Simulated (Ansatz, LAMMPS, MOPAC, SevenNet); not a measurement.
**Ladder of methods for the lattice parameter a of wurtzite ZnO**

Reference value: 3.248 Å (measured, 4 K, zero-point motion not removed; as tabulated in arXiv:1206.3780).

### Question
What do ionic model pedone2006, PM7 semi-empirical Hartree-Fock (MOPAC), SevenNet-l3i5, LDA, PBE, PBE-D3(BJ), r²SCAN+rVV10, r²SCANh, Hartree–Fock give, and how far is each from the reference?

### Answer

```csv
level (code),value (Å),difference (%)
"ionic model pedone2006 (rigid ions, LAMMPS)",3.246,-0.06
PM7 semi-empirical Hartree-Fock (MOPAC),3.260,+0.37
SevenNet-l3i5,3.288,+1.23
LDA (Ansatz),3.187,-1.88
PBE (Ansatz),3.279,+0.95
PBE-D3(BJ) (Ansatz),3.255,+0.22
r²SCAN+rVV10 (Ansatz),3.225,-0.71
r²SCANh (Ansatz),3.231,-0.52
Hartree–Fock (Ansatz),3.277,+0.89
```

Once the reference is moved by up to 0.33 % (a margin picked here for doubts on the reference and the settings, and for temperature and zero-point motion) and values within 0.10 % count as equal, the nearest can be ionic model pedone2006 (-0.06 %), PBE-D3(BJ) (+0.22 %), PM7 semi-empirical Hartree-Fock (MOPAC) (+0.37 %) or r²SCANh (-0.52 %). By the same margin the farthest can be LDA (-1.88 %) or SevenNet-l3i5 (+1.23 %).

The reference isn't brought to a static lattice, while the calculations are for one, so the differences are not the levels' errors alone.  PM7 semi-empirical Hartree-Fock (MOPAC): the method was fitted mainly to molecules. PM7 semi-empirical Hartree-Fock (MOPAC): the run uses a supercell at the zone centre in place of a k mesh. Cutoffs and k meshes differ between the levels. Ansatz's density-functional and Hartree–Fock values are scalar-relativistic unless marked +SOC, with PAW data made under PBE.

Empirical potentials (ionic model pedone2006) are fitted to chosen data: where that held the value shown, agreement is built in, and what lay outside the fit can be far off. Machine-learned potentials (SevenNet-l3i5) are trained on DFT data: a solid inside that data is no test of them.

Differences are worked out from the printed values.

Ansatz is a program for electronic structure.
